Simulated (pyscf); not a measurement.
Single points on ωB97X-D3(BJ)/def2-SVP structures (PySCF, gas phase). Correlated levels are frozen-core, on RHF or UHF. ΔMP2 is the change of the MP2 total energy from the triple- to the quadruple-zeta basis.

Estimate by transition-state theory the rate constant of •O–OH (SMILES [O]O) + CH₄ (SMILES C) -> HO–OH (SMILES OO) + CH₃• (SMILES [CH3]) (doublet surface; C–H broken, H–O formed) at 600 K, with CCSD(T)/def2-TZVPP + ΔMP2(QZVPP) energies (ideal gas, 1 atm, RRHO with modes under 100 cm⁻¹ raised to 100, one conformer, R ln 2 for rigid chiral ones; no tunnelling).

The electronic barrier is 26.5 kcal/mol and the thermal terms add +12.8, so ΔG‡ = 39.3 kcal/mol. With k_BT/h = 1.25e+13 s⁻¹ and RT = 1.192 kcal/mol, and a volume of 8.18e-20 cm³ per molecule at 1 atm, k = 4.8e-21 cm³ molecule⁻¹ s⁻¹. Wigner's tunnelling factor for 1816i cm⁻¹ would be 1.79, likely too low at so high a frequency. A shift of 1 kcal/mol in the barrier changes k by a factor 2.3. One saddle was located; it need not be the lowest between these sides. The angle at the transferred H is 174°. The CCSD(T) − MP2 part came from Ansatz, without density fitting, on the same reference.
